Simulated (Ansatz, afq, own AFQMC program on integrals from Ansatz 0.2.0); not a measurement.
C$_{2}$H$_{3}$, doublet in cc-pVDZ along one coordinate

```xyz
5

C    -0.0118    0.0000    0.5946
C    -0.0254    0.0000   -0.8330
H     1.1094    0.0000    0.6111
H    -0.3330    0.9129    1.1148
H    -0.3330   -0.9129    1.1148
```

All coordinates are scaled about the centre. Energies in mEh count from this geometry (1.000) at the same level; the start stands on UHF, each point on the determinant named.

Basis cc-pVDZ. Noble-gas cores (and the filled d shells of Ga–Kr and In–Xe) are frozen. Ansatz 0.2.0 and our own AFQMC program on the same integrals; the CISD trial comes from CCSD amplitudes, and released means the phaseless constraint is let go. Uncertainties: one standard error, sampling alone.

Cautions, each for one point or more: (T) is large; a spin-contaminated unrestricted determinant lies lower; an unrestricted solution with more broken spin lies lower; cluster runs in doubt by the program's own checks; higher spins were not checked; raised T1 diagnostic; strong correlation; the ph-AFQMC/CISD walk drifts between its halves; the search met a lower determinant of the same kind, perhaps of another symmetry, and this one is a saddle point; unrestricted determinant slightly spin contaminated; unrestricted determinant spin contaminated; walk and cluster series may follow different spin states.

```tsv
scale of all distances	det.	T1	weight	⟨S²⟩	CCSD(T)	ph-AFQMC/CISD	released AFQMC	B2PLYP	r2SCAN
0.873	UHF	0.019	0.90	0.78	97.9	98.9 ± 0.7	97.9 ± 0.9	89.8	88.1
1.136	UHF	0.045	0.84	0.89	36.7	36.8 ± 0.9	36.3 ± 1.2*	42.0	42.1
1.320	ROHF‡	0.021	0.84	pure	164.9	162.6 ± 1.2	162.9 ± 1.5*	175.9	174.3
1.476	ROHF	0.027	0.80	pure	282.7	284.8 ± 1.4	282.0 ± 2.0*	301.0	296.1
1.754	UHF†¶	0.136	0.48	2.99	457.2	454.6 ± 1.8	–	–	–
2.033	UHF¶	0.104	0.50	3.46	536.8	535.7 ± 1.6	–	568.6§	557.4§
```

Weight is that of the determinant in the CISD state; at the start T1 is 0.036 and the weight 0.87, and ⟨S²⟩ is 0.84. ¶ marks points with a poor determinant and no full CI, where no value is sure; they don't count among the departures. An asterisk marks released energies that aren't shown to be converged. A dagger marks points whose determinant fills other symmetries than the start's, so the wave-function levels may follow another state there, or a degenerate partner. A double dagger marks points where the walks on two determinants ended up to 2.0 mEh apart; the lower is shown. A dash marks a missing value, a released energy that hasn't settled or a functional that sits on another state. § marks a functional whose ⟨S²⟩ is too high by over 0.1. Largest departures from phaseless AFQMC with a CISD trial: CCSD(T) 2.3 mEh at 1.320 (on ROHF) (within the noise), B2PLYP 16.2 mEh at 1.476, r2SCAN 11.7 mEh at 1.320. The walk's constraint bias lies outside its error bars, so these are departures and not errors. Functionals count only at points shown to share the start's state and spin. In this small basis the wave-function levels are far from their limit, so their gap to the functionals isn't the functionals' error.

Some points may be missing: those where a free walk finds a much lower state, and past Zn most of those on another determinant than at the start.

A walk keeps the symmetry of its determinant, which the program's search chose and which needn't be the lowest solution, so a lower state of the same spin and another symmetry isn't excluded.
